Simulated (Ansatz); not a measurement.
`OC(F)(F)Cl`, charge 0, multiplicity 1.

Problem. Give a relaxed structure at PBE0-D4/def2-TZVP (the Gaussian-basis code of Ansatz). (Estimate.)

Solution. Computed: 
Cartesian coordinates in Å:
```
O 1.083 0.055 0.229
C -0.238 -0.084 0.033
F -0.512 -0.502 -1.214
F -0.885 1.085 0.178
Cl -0.867 -1.246 1.190
H 1.419 0.693 -0.415
```
Point group Cs.
